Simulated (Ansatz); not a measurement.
## How far each method lies from full CI for HB–AlH, triplet

Geometry: that of the HB–AlH, singlet, kept fixed.

```xyz
4

B     0.0000   -0.2366    1.4274
Al    0.0000    0.1163   -0.5970
H     0.0000    0.3668    2.4614
H     0.0000   -0.9435   -1.7892
```

Basis 6-31G; Ansatz 0.2.0. Only valence electrons are correlated (noble-gas cores frozen), which leaves 8 electrons in 20 orbitals. R marks a restricted (for open shells ROHF) determinant, U an unrestricted one. Active spaces: valence = (8e, 10o) chosen from the atoms' valence shells.

Full CI is exact within this basis and frozen core; it isn't the basis-set limit. The frozen core follows each run's orbitals, which can shift R against U totals by a few meV.

For open shells CISD and CISDTQ are restricted-active-space CI with the open shells as a complete middle space.

```
UHF ⟨S²⟩                          : 2.051
T1 diagnostic (RCCSD)             : 0.0646
largest doubles amplitude (RCCSD) : 0.122
T1 diagnostic (UCCSD)             : 0.0489
```

```tsv
level	E − E(RHF) (eV)
UHF	-0.1569
RMP2	-1.9352
UMP2	-1.9833
RCCSD	-2.7540
UCCSD	-2.7597
RCCSD(T)	-2.8300
UCCSD(T)	-2.8328
```

Estimate how far full CI in 6-31G lies from RCCSD(T). The table doesn't fix it; the size of (T) and the diagnostics are the guide.

Full CI in 6-31G lies 0.92 kcal/mol below RCCSD(T), which is 52 % of the (T) step (-1.75 kcal/mol). T1 is raised, a doubles amplitude is large, and the rest is a large part of (T).

The other levels:

```tsv
level	E − E(full CI) (kcal/mol)	share of correlation (%)	wall time
CISD	6.69	89.88	0.42 s
BCCD(T)	0.86	98.70	0.84 s
RCCSDT	0.17	99.74	–
UCCSDT	0.16	99.76	–
CISDTQ	0.22	99.66	4.9 s
RCCSDT(Q)	0.04	99.93	2.5 s
UCCSDT(Q)	0.03	99.95	2.4 s
RCCSDTQ	0.01	99.98	25 s
CASSCF (valence space)	15.89	76.00	–
NEVPT2 (valence space)	4.70	92.89	2.7 s
MRCISD (valence space)	0.51	99.22	–
MRCISD+Q (valence space)	0.22	99.67	4.7 s
```

The correlation energy at full CI, counted from RHF, is -2.870 eV. That run took 54 s on 1 thread of INTEL XEON PLATINUM 8581C, shared host over 11,708,928 determinants.

Times hold each run's SCF and search for its determinant on a shared host, so for small cases they say little of a method's own cost; they ran on 1 thread of INTEL XEON PLATINUM 8581C.

The full-CI state has the irrep A'' of Cs, in the program's axes.

Natural occupations of full CI about the gap: 1.964 1.957 1.934 0.972 0.967 0.062 0.043 0.035 0.021 0.019; effectively unpaired electrons, Σ n²(2−n)², 2.05.
